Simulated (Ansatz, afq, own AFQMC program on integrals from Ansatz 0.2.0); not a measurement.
**BHO, singlet: AFQMC among the cluster methods**

| atom | x (Å) | y (Å) | z (Å) |
| --- | --- | --- | --- |
| B | 0.0000 | 0.0000 | 1.3687 |
| O | 0.0000 | 0.0000 | -0.2083 |
| H | 0.0000 | 0.0000 | -1.1605 |

Connectivity, by distances: B–OH.

Basis cc-pVDZ. Noble-gas cores (and the filled d shells of Ga–Kr and In–Xe) are frozen. Ansatz 0.2.0 and our own AFQMC program on the same integrals; the CISD trial comes from CCSD amplitudes, and released means the phaseless constraint is let go. ± is one standard error of the sampling.

Determinant: RHF, the one that the program's search chose, which needn't be the lowest solution. The geometry is a point of a scan.

No full CI on the walks' own integrals is used here; CCSDT(Q) serves as the reference and is uncertain by about the last step of the cluster series.

Cautions: higher spins were not checked; raised T1 diagnostic (T1 0.027, weight of the determinant 0.88, largest double 0.11).

- T1 diagnostic: 0.0266
- weight of the determinant in the CISD state: 0.876
- size of the correlated space: 10 electrons in 31 orbitals

```json
{"level": "MP2", "correlation energy (eV)": "-7.0231"}
{"level": "CCSD", "correlation energy (eV)": "-7.5487"}
{"level": "CCSD(T)", "correlation energy (eV)": "-7.8046"}
```

(1) Estimate where phaseless AFQMC with a CISD trial lies against CCSD(T) on the same integrals.

(1) 4.3 ± 1.4 kJ/mol below CCSD(T).

Reference: CCSDT(Q), correlation energy -7.858 eV. The released energy is read at 2.40 1/Eh (meV from the phaseless value at times in 1/Eh: -11 ± 15 at 0.24, -19 ± 15 at 0.51, -35 ± 15 at 0.99, -7 ± 18 at 1.62, -40 ± 23 at 2.40).

```json
{"level": "CCSD(T)", "E − E(reference) (kJ/mol)": "5.1", "share of correlation (%)": "99.33"}
{"level": "CCSDT", "E − E(reference) (kJ/mol)": "3.2", "share of correlation (%)": "99.58"}
{"level": "ph-AFQMC/CISD", "E − E(reference) (kJ/mol)": "0.8 ± 1.4", "share of correlation (%)": "99.90"}
{"level": "released AFQMC", "E − E(reference) (kJ/mol)": "-3.1 ± 2.2", "share of correlation (%)": "100.41"}
```

A walk keeps the symmetry of its determinant, which the program's search chose and which needn't be the lowest solution, so a lower state of the same spin and another symmetry isn't excluded. Released energies are given only where the last usable release times agree within the noise; a slower fall can still hide under it.
